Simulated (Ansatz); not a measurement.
**AlH₂O (doublet): from Hartree-Fock to the top rungs, 6-31G**

One table from this session's results is given with a row withheld; the runs are named, their logs left out.

Program: Ansatz 0.2.0, Gaussian basis. Level of theory: 6-31G, core rule «outside noble gas», up to 6 orbitals frozen. These are calculated values, not measurements.

The runs, in order: UHF; CCSD(T) on ROHF; CCSD(T) on UHF; BCCD(T) on ROHF; CISD; CCSDT(Q) on ROHF; CCSDT(Q) on UHF; CCSDTQ on ROHF; CCSDTQ on UHF.

17 further runs of the same task are left out: 12 for a known fault of the program, 5 set aside as unsound or not needed.

**The system**

The geometry is a PBE0/def2-TZVP stationary point (not a proven minimum) of the parent state, kept for this charge and spin.

4 atoms, charge 0, spin multiplicity 2.

Atoms are counted from 1 here; the program's logs count them from 0.

Bond lengths: Al1–O2 1.747 Å, Al1–H3 1.777 Å, Al1–H4 1.777 Å. Angles: O2–Al1–H3 65.9°, O2–Al1–H4 65.9°, H3–Al1–H4 131.8°.

Coordinates:

| atom | x (Å) | y (Å) | z (Å) |
| --- | --- | --- | --- |
| Al1 | 0.0000 | 0.0000 | 0.6535 |
| O2 | 0.0000 | 0.0000 | -1.0930 |
| H3 | 0.0000 | -1.6221 | -0.0723 |
| H4 | 0.0000 | 1.6221 | -0.0723 |

Set-up of the first run:

Input file in.yaml:

```yaml
crystal:
  periodic: [false, false, false]
  atoms:
    - {symbol: Al, position_ang: [0.000000, 0.000000, 0.653528]}
    - {symbol: O, position_ang: [0.000000, 0.000000, -1.093006]}
    - {symbol: H, position_ang: [0.000000, -1.622098, -0.072304]}
    - {symbol: H, position_ang: [0.000000, 1.622098, -0.072304]}
basis:
  gaussian: {orbitals: 6-31G}
magnetization: {spin_polarized: true, initial_magnetization: 1}
hamiltonian: {xc: hf}
output: {orbitals: {seedname: orbitals}}
```

Started as:

```
$ ansatz run in.yaml --threads 1 --pin off --events-out ev --progress --plain --max-ram 4096MiB --backend cpu
```

Among the steps run: UHF; CCSD(T) on ROHF; CCSD(T) on UHF; BCCD(T) on ROHF; CISD; CCSDT(Q) on ROHF; CCSDT(Q) on UHF; CCSDTQ on ROHF; CCSDTQ on UHF.

One of the session's tables, all rows but one given; the rest of the session is left out.

It belongs to the step «Misses and costs». 

| method | from UCCSDTQ (kcal/mol) |
| --- | --- |
| ROHF | +123.21 |
| UHF | +118.62 |
| RMP2 | +27.72 |
| UMP2 | +29.52 |
| CISD | +16.89 |
| RCCSD | +5.61 |
| UCCSD | +5.34 |
| RCCSD(T) | +1.80 |
| UCCSD(T) | +1.72 |
| BCCD(T) | +1.61 |
| RCCSDT | +0.41 |
| UCCSDT | ? |
| RCCSDT(Q) | +0.11 |
| UCCSDT(Q) | -0.21 |
| RCCSDTQ | +0.02 |
| UCCSDTQ | 0 |

Q: Estimate the row for UCCSDT from the others.

**Answer.** from UCCSDTQ (kcal/mol): +0.33. In the column «from UCCSDTQ (kcal/mol)» it lies between RCCSDT(Q) (+0.11) and RCCSDT (+0.41).

To keep in mind: Restricted and unrestricted rows rest on different reference determinants; where their highest levels disagree by more than a few hundredths of an eV, they describe different states and don't form one ladder.
